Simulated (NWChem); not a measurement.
# Basis-set dependence for H2Si

```xyz
3

Si     0.0000     0.0000     0.1341
H      1.0961     0.0000    -0.9390
H     -1.0961     0.0000    -0.9390
```
Charge 0, spin multiplicity 1.

All runs are NWChem calculations. All single points use one geometry, from PBE0/def2-SVP, a minimum by its harmonic frequencies.

Hartree-Fock energies in Ha, correlation energies in mHa.

The correlated methods keep 5 core orbitals frozen. The structure started from a generated list of species. Coupled-cluster values serve here as a point of comparison, not as the truth.

| basis | functions | RHF | MP2 | SCS-MP2 | CCSD | CCSD+T(CCSD) | CCSD(T) | CR-CCSD[T] | CR-CCSD(T) | CCSDT |
|---|---|---|---|---|---|---|---|---|---|---|
| 3-21G | 17 | -288.48411 | -44.8 | -51.5 | -64.6 | -65.2 | -65.2 | -65.2 | -65.2 | -65.4 |
| def2-SVP | 28 | -289.92495 | -87.0 | -96.9 | -114.7 | -117.0 | -116.9 | -116.7 | -116.7 | -117.5 |
| def2-TZVP | 49 | -290.02562 | -102.3 | -113.4 | -130.8 | -134.4 | -134.3 | -134.0 | -133.9 | not run |
| def2-QZVP | 130 | -290.03460 | -117.2 | -130.4 | -142.6 | -146.9 | -146.8 | -146.3 | -146.2 | not run |

From def2-TZVP to def2-QZVP the Hartree-Fock energy moves by -9.0 mHa and the MP2 correlation energy by -14.9 mHa, which is 13 % of its value in the larger set.
